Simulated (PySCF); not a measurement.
nitric oxide (NO), SMILES O=[N], multiplicity 2.

The structure is a stationary point at B3LYP-D3(BJ)/def2-TZVPD.

Two levels are set side by side: PBE/def2-TZVPD (PySCF) and ωB97X/def2-TZVPD (PySCF). Same geometry, gas phase. Differences are taken from unrounded values.

```json
[
 {"quantity": "α-spin orbital gap (eV)", "ωB97X": "8.68"},
 {"quantity": "β-spin orbital gap (eV)", "ωB97X": "16.03"},
 {"quantity": "dipole moment (D)", "ωB97X": "0.13"}
]
```

**Question.** What does PBE give, and how far is it from ωB97X? (An estimate is asked for; the answer gives what the named calculation found.)

**Answer.** 
```json
[
 {"quantity": "α-spin orbital gap (eV)", "PBE": "0.28", "PBE minus ωB97X": "-8.40"},
 {"quantity": "β-spin orbital gap (eV)", "PBE": "7.44", "PBE minus ωB97X": "-8.59"},
 {"quantity": "dipole moment (D)", "PBE": "0.24", "PBE minus ωB97X": "0.11"}
]
```

Rough cost on one machine, each run with all the roots and properties that it gave: ωB97X against PBE within a factor of 2.
